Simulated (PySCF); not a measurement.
PySCF input for Si(H)3(Me) (CH6Si), SMILES [SiH3]C, B3LYP/pcJ-1. Geometry: PBE0-D3(BJ)/def2-TZVP. The isomer is the one that the SMILES or the coordinates give; other isomers of the formula were not compared.

```python
import numpy as np
from pyscf import gto, scf, dft
from pyscf.prop.ssc import rks as ssc

mol = gto.M(
    atom='''
    Si   -0.00000000    0.00000000   -0.63155571
    C     0.00000000   -0.00000000    1.23903998
    H     1.20547928    0.69598379   -1.15751612
    H    -1.20547928    0.69598379   -1.15751612
    H     0.00000000   -1.39196757   -1.15751612
    H     0.88424054   -0.51051651    1.62669613
    H    -0.88424055   -0.51051652    1.62669613
    H    -0.00000000    1.02103304    1.62669613
    ''',
    basis='pcJ-1',
    charge=0,
    spin=0,
    max_memory=1600,
    verbose=3,
)
mf = dft.RKS(mol, xc='b3lyp')
mf.grids.level = 3
mf.conv_tol = 1e-10
mf.max_cycle = 100
mf.kernel()
j = ssc.SSC(mf)
j.with_fcsd = True
j.max_cycle_cphf = 80
j.conv_tol = 1e-7
e11 = j.kernel()
```

Program output:

```
converged SCF energy = -329.300953407961
Reduced spin-spin coupling constant K (Hz)
               #0        #1        #2        #3        #4
        0 Si   0.00000
        1 C   32.42188   0.00000
        2 H   33.14646   0.69793   0.00000
        3 H   33.14649   0.69793   0.15218   0.00000
        4 H   33.14661   0.69773   0.15219   0.15219   0.00000
        5 H   -1.06125  16.69842   0.03356   0.42004   0.03354
        6 H   -1.06118  16.69832   0.42002   0.03354   0.03355
        7 H   -1.06120  16.69854   0.03357   0.03357   0.42000
               #5        #6        #7
        5 H    0.00000
        6 H   -0.47307   0.00000
        7 H   -0.47308  -0.47309   0.00000
Spin-spin coupling constant J (Hz)
               #0        #1        #2        #3        #4
        0 Si   0.00000
        1 C  -50.58362   0.00000
        2 H  -205.61943   5.47663   0.00000
        3 H  -205.61966   5.47663   4.74789   0.00000
        4 H  -205.62041   5.47506   4.74834   4.74821   0.00000
        5 H    6.58331 131.03111   1.04715  13.10521   1.04636
        6 H    6.58289 131.03027  13.10469   1.04640   1.04668
        7 H    6.58303 131.03204   1.04726   1.04743  13.10392
               #5        #6        #7
        5 H    0.00000
        6 H  -14.75972   0.00000
        7 H  -14.76023 -14.76027   0.00000
```

Self-consistency was reached.

Cost: very roughly 70 core-seconds.
